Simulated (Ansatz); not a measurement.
Consider the isomerisation: `NC1(N)CC1` → `CCC(=N)N`.

Calculated with Ansatz (gas phase, PBE0-D4/def2-TZVP geometries, no zero-point term in ΔE). CBS: MP2 limit from def2 TZ/QZ plus the TZ coupled-cluster correction, frozen cores. Functionals use def2-TZVPP. One conformer a species, not always the lowest.

**Question.** Is it downhill or uphill in electronic energy at CCSD(T)/CBS, and by how much? (Estimate.)

**Answer.** Ansatz gave: Downhill: ΔE = -99.3 kJ/mol.

**Question.** What do these levels give: PBE-D4, ωB97M-V, PBE, HF/def2-TZVPP, CCSD(T)/def2-TZVPP, SCS-MP2/def2-QZVPP? (Estimate.)

**Answer.** The calculation gave: PBE-D4 -100.5, ωB97M-V -96.4, PBE -101.0, HF/def2-TZVPP -116.2, CCSD(T)/def2-TZVPP -100.4, SCS-MP2/def2-QZVPP -99.6 kJ/mol.

Largest T1 diagnostic among the species: 0.012.

In def2-TZVPP, CCSD(T) changes the Hartree–Fock value by +15.8 kJ/mol (the triples alone add −1.6 kJ/mol) and MP2 by +22.6 kJ/mol. From PBE to PBE0 (25 % exact exchange), in def2-TZVPP and without D4, ΔE moves by +8.3 kJ/mol.
